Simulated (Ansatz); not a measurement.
Consider the silylene formation by 1,1-elimination: `CC[SiH3]` → H₂ + `CC[SiH]`.

Calculated with Ansatz (gas phase, PBE0-D4/def2-TZVP geometries, no zero-point term in ΔE). CCSD(T)/CBS is the MP2 limit (def2-TZVPP, def2-QZVPP) plus CCSD(T) − MP2 in def2-TZVPP, frozen cores. This one scheme is used for every species. DFT in def2-TZVPP. HSE06 is defined as in plane-wave codes.

Q: Is it downhill or uphill in electronic energy at CCSD(T)/CBS, and by how much? (Best estimate.)

A: Computed: Uphill: ΔE = +253.9 kJ/mol.

Q: What do these levels give: revPBE-D4, BLYP-D4, PBE, HSE06, HF/def2-SVP, HF/def2-QZVPP? (An estimate is asked.)

A: Ansatz gave: revPBE-D4 242.1, BLYP-D4 235.3, PBE 248.4, HSE06 262.3, HF/def2-SVP 265.1, HF/def2-QZVPP 263.8 kJ/mol.

Q: What do rigid-rotor, harmonic-oscillator terms from PBE0-D4/def2-TZVP frequencies (298.15 K, 1 bar) make of the CCSD(T)/CBS value? (Estimate.)

A: The calculation gave: ΔZPE = -23.6 kJ/mol, ΔH = +238.0 kJ/mol, ΔS = 124 J/(mol·K), ΔG = +201.2 kJ/mol.

Largest T1 diagnostic among the species: 0.012.

From BLYP to BHLYP (50 % exact exchange), in def2-TZVPP and without D4, ΔE moves by +32.6 kJ/mol. Leaving LDA and LC-ωPBE aside and taking each functional with its dispersion term where it has one, the values, not all of them listed here, spread over 39.4 kJ/mol, from BLYP-D4 to r2SCAN0-D4. LDA lies +26.9 kJ/mol from PBE without D4.
